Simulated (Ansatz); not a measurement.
One geometry of the cluster Al₂N⁺, several levels of theory.

```yaml
crystal:
  periodic: [false, false, false]
  atoms:
    - {symbol: Al, position_ang: [1.126345, 0.637038, 1.102972]}
    - {symbol: Al, position_ang: [-1.127136, -0.636973, -1.102199]}
    - {symbol: N, position_ang: [0.000791, -0.000055, -0.000783]}
basis:
  gaussian: {orbitals: def2-TZVP, initial_orbitals: start.molden}
total_charge: 1
hamiltonian: {xc: r2scan, dispersion: d4}
scf: {omitted_lower_state_checks: [starts]}
output: {orbitals: {seedname: orbitals}}
```

The file start.molden holds the orbitals of an earlier run on this structure, at another level or in another basis.

```sh
$ ansatz run in.yaml --threads 4 --pin off --events-out ev --progress --plain --max-ram 3916MiB
```

Output, abridged:

```
Functional definition: r2SCAN
673 factors; their error is unknown
mean field evaluation 1: about -14673.4778 eV, gradient 5.8e0 eV
mean field evaluation 2: about -14673.5075 eV, gradient 5.4e-2 eV
mean field evaluation 4: about -14673.5014 eV, gradient 9.8e-5 eV
mean field evaluation 8: about -14673.5014 eV, gradient 2.1e-5 eV
mean field -14673.50139467 eV, -539.2412301976 hartree, gradient 2.1e-5 eV, S^2 0.000000; 0 other end points of the search recorded, 0 dependent functions left out
reference -14673.50140513 eV, -539.2412305819 hartree; 16, 16 occupied and 89, 89 virtual orbitals, 673 factors
Total energy: -14673.52144619 eV, -539.2419670775 hartree
Checks for a lower state left out: starts
```

Hardware: 4 threads of Intel Xeon on a shared host. Wall time 1.8 s.

The first input with `hamiltonian: {xc: pbe, dispersion: d4}`, `output: {forces: true, orbitals: {seedname: orbitals}}` (abridged; 1.1 s):

```
Functional definition: PBE
mean field -14667.11770220 eV, -539.0066338264 hartree, gradient 2.5e-5 eV, S^2 0.000000
Total energy: -14667.22439161 eV, -539.0105545897 hartree
Atom 0 force     0.281088     0.158762     0.274594 eV/Å
Atom 1 force    -0.280778    -0.158891    -0.275226 eV/Å
Atom 2 force    -0.000310     0.000129     0.000632 eV/Å
Dipole moment:    -0.001141     0.000081     0.001116 e Å
Checks for a lower state left out: starts
```

First input, but with `hamiltonian: {xc: lda}` (abridged; 0.6 s):

```
Functional definition: SPW92
mean field -14607.27349856 eV, -536.8073999066 hartree, gradient 6.2e-6 eV, S^2 0.000000
Total energy: -14607.27353106 eV, -536.8074011009 hartree
Checks for a lower state left out: starts
```

As the first input, with `correlation: {method: mp2}` and without the key `hamiltonian` (abridged; 1.8 s):

```
Functional definition: HF
mean field -14639.21475364 eV, -537.9812193802 hartree, gradient 2.3e-6 eV, S^2 0.000000; unrestricted orbitals would lower it
mean field evaluation 16: about -14640.9845 eV, gradient 2.7e0 eV
unrestricted determinant -14641.32442708 eV, -538.0587484489 hartree, S^2 0.9877
11 core orbitals not correlated: weight in the atoms' cores, before any rotation towards them, 1.000 or more for the frozen orbitals, at most 0.000 for the correlated occupied ones
second order -9.53202283 eV of doubles, -0.00000000 eV of singles
Total energy: -14648.74677647 eV, -538.3315147581 hartree
Checks for a lower state left out: starts
```

The first input with `gaussian: {orbitals: def2-SVP, initial_orbitals: start.molden}`, `hamiltonian: {xc: pbe, dispersion: d4}` (abridged; 0.55 s):

```
Functional definition: PBE
mean field -14660.59561653 eV, -538.7669515990 hartree, gradient 2.6e-6 eV, S^2 0.000000
Total energy: -14660.70230326 eV, -538.7708722640 hartree
Checks for a lower state left out: starts
```

First input, but with `hamiltonian: {xc: {name: wB97M-V}}` (abridged; 2.8 s):

```
Functional definition: wB97M-V
mean field -14674.36149611 eV, -539.2728383426 hartree, gradient 1.8e-5 eV, S^2 0.000000
Total energy: -14674.36153651 eV, -539.2728398274 hartree
Checks for a lower state left out: starts
```

The first input with `hamiltonian: {xc: {name: B3LYP}, dispersion: d4}` (abridged; 0.91 s):

```
Functional definition: B3LYP
mean field -14677.02303006 eV, -539.3706479114 hartree, gradient 3.3e-5 eV, S^2 0.000000
Total energy: -14677.20284312 eV, -539.3772559194 hartree
Checks for a lower state left out: starts
```

Geometry: PBE0-D4/def2-TZVP.

B3LYP takes the VWN-RPA correlation. Correlated methods freeze 11 core orbitals. At r2SCAN-D4/def2-TZVP, PBE-D4/def2-TZVP, MP2/def2-TZVP the restricted singlet (for correlated methods, its reference) is unstable: a solution with broken spin symmetry lies lower. The restricted singlet is unstable towards broken spin symmetry at other levels; at LDA (SPW92)/def2-TZVP, PBE-D4/def2-SVP, ωB97M-V/def2-TZVP, B3LYP-D4/def2-TZVP this wasn't settled. The order of the spin states hangs on the level: the triplet lies 0.32 eV below the singlet at PBE0-D4/def2-TZVP, but 0.10 eV above it at PBE-D4/def2-TZVP. The structure comes from a short search, and lower isomers may exist.
